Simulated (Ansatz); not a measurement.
A calculation on hcp Tc returned lattice constant a 2.718 Å, lattice parameter c 4.350 Å.

For reference: lattice constant a 2.741 Å (measured, 293 K, no zero-point or thermal correction; as tabulated in Wikipedia's data pages); lattice parameter c 4.399 Å (measured, 293 K, not corrected to a static lattice; as tabulated in Wikipedia's data pages).

Which level of theory produced these numbers?
A) HSE06 (Ansatz (a quantum-chemistry and plane-wave program))
B) r²SCAN (Ansatz)
C) Hartree–Fock (Ansatz)
D) B3LYP (VWN-RPA form) (Ansatz)

A, HSE06 (Ansatz)

The others give: B3LYP (VWN-RPA form) 2.758 Å, 4.398 Å; Hartree–Fock 2.737 Å, 4.275 Å; r²SCAN 2.736 Å, 4.382 Å.

Unless a cell is named, each level is at its own relaxed cell (B3LYP (VWN-RPA form) 14.48, Hartree–Fock 13.87, HSE06 13.91, r²SCAN 14.20 Å³/atom).

Ansatz's density-functional and Hartree–Fock values are scalar-relativistic unless marked +SOC, with PAW data made under PBE.
